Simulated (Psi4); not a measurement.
Psi4 input (wB97X-D/6-311+G**):

```
memory 1500 MB

molecule {
0 2
C     0.12308422    0.72061912   -0.00429280
N    -0.08838777   -0.65459201    0.00350807
H    -0.49686671   -1.03048228    0.84594274
H    -0.52475103   -1.03565837   -0.82245818
H     0.46644963    1.16516893    0.91843734
H     0.43537713    1.15940103   -0.94072157
symmetry c1
no_reorient
no_com
}

set {
  basis 6-311+G**
  reference uks
  scf_type pk
  dft_radial_points 99
  dft_spherical_points 590
  e_convergence 1e-8
  d_convergence 1e-7
  maxiter 150
}

e = energy('wb97x-d')
print_out(f'\nFINAL {e:.10f} DIPOLE {variable("CURRENT DIPOLE")[0]:.6f} {variable("CURRENT DIPOLE")[1]:.6f} {variable("CURRENT DIPOLE")[2]:.6f}\n')
```

From the last part of the output:

```
  HONO-1 :    8  A 1.9987972
  HONO-0 :    9  A 1.0000000
  LUNO+0 :   10  A 0.0012028
  LUNO+1 :   11  A 0.0005329
  LUNO+2 :   12  A 0.0002081
  LUNO+3 :   13  A 0.0000939

Computation Completed

Properties will be evaluated at   0.000000,   0.000000,   0.000000 [a0]

Properties computed using the SCF density matrix

 Multipole Moments:

 ------------------------------------------------------------------------------------
     Multipole            Electronic (a.u.)      Nuclear  (a.u.)        Total (a.u.)
 ------------------------------------------------------------------------------------

 L = 1.  Multiply by 2.5417464519 to convert [e a0] to [Debye]
 Dipole X            :         -0.2929277           -0.0000001           -0.2929278
 Dipole Y            :         -0.3514427           -0.0000001           -0.3514428
 Dipole Z            :          0.0059861            0.0000000            0.0059861
 Magnitude           :                                                    0.4575528

 ------------------------------------------------------------------------------------

FINAL -95.1996860576 DIPOLE -0.292928 -0.351443 0.005986

*** Psi4 exiting successfully. Buy a developer a beer!
```
